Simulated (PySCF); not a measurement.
SiCl4, optimised at GFN2-xTB:

```xyz
5

Si    -0.0149     0.0100    -0.0167
Cl    -0.0154     0.8040    -1.8680
Cl    -0.0212    -2.0000    -0.1493
Cl     1.6336     0.6112     0.9726
Cl    -1.6565     0.6212     0.9779
```

Energies from PySCF (xtb for GFN2), thermal terms from the rigid-rotor harmonic-oscillator model, ideal gas at 1 bar. 6-31G* has spherical d functions here. All species are closed-shell singlets. B3LYP is the form with VWN-RPA correlation.

List the harmonic frequencies (cm⁻¹, unscaled) at this level and at the other levels, each on its own geometry.


- GFN2-xTB: 111, 111, 173, 173, 173, 379, 512, 512, 512
- B3LYP/6-31G*: 145, 145, 218, 218, 218, 406, 608, 608, 608
- HF/6-31G*: 159, 159, 237, 237, 237, 442, 653, 653, 653
- PBE/def2-SVP: 137, 137, 206, 206, 206, 401, 613, 613, 613
- PBE0/def2-TZVP: 143, 143, 217, 217, 217, 420, 622, 622, 622
